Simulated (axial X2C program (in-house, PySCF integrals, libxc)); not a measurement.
# Low determinants of AlP⁻ at the PBE0 level, two-component

All values were computed with an in-house all-electron X2C program for linear molecules (integrals from PySCF). Two-component (2c) means X2C with spin–orbit coupling and atomic mean-field two-electron Coulomb and Gaunt terms. Basis: P dyall-av3z [9s8p3d2f], Al dyall-av3z [9s9p3d2f] (cores contracted in-house); Gaussian nuclei, density fitting, unrestricted open shells. Masses: P 30.974 u, Al 26.982 u.

Search at 2.150 Å (vertical energies from the lowest determinant):

```
ΔE (eV)    state  electrons beyond evenly filled partner blocks  electrons in ±ω = 1/2, 3/2, 5/2, 7/2
   0.00  Ω = 1/2                                        ω = 1/2                              23 6 0 0
   0.15  Ω = 3/2                                        ω = 3/2                              24 5 0 0
   1.90  Ω = 7/2                           ω = 1/2, 2 × ω = 3/2                              23 6 0 0
   1.93  Ω = 3/2                                        ω = 3/2                              22 7 0 0
   2.16  Ω = 5/2                           2 × ω = 1/2, ω = 3/2                              22 7 0 0
   2.26  Ω = 5/2                           2 × ω = 1/2, ω = 3/2                              24 5 0 0
   2.27  Ω = 1/2                          2 × ω = -1/2, ω = 3/2                              24 5 0 0
```

Lowest determinant, Ω = 1/2 (⟨Sz⟩ = 0.50, ⟨Lz⟩ = 0.00 at PBE0): Re = 2.136 Å, ωe = 543.9 cm⁻¹.

The determinant in row 2 of the search, Ω = 3/2 (⟨Sz⟩ = 0.50, ⟨Lz⟩ = 1.00 at PBE0), was followed along the bond at PBE0; measured from the minimum of the lowest determinant it gives:

Te = 0.080 eV (644 cm⁻¹), Re = 2.252 Å, ωe = 478.0 cm⁻¹.

Task: Compare the bond of the determinant in row 2 with that of the lowest one.

Result: At PBE0 its Re is 0.116 Å longer and its force constant, which goes as ωe², is 0.77 times that of the lowest determinant. T0 ≈ Te + Δωe/2 = 644 + (-33) = 611 cm⁻¹.

The search compares states at one distance, so a state with another bond length can lie lower; it is not exhaustive and yields mostly the lowest determinant of each block pattern, so other components and higher states of one pattern are missing. These are energies of single determinants, not of spin-adapted states; PBE0 term energies can be off by some tenths of an eV, and the functional has no current term. The lowest determinant need not be the ground state where others lie within half an eV. For an anion, determinants above electron detachment are held by the basis set. Some points of a curve did not converge.
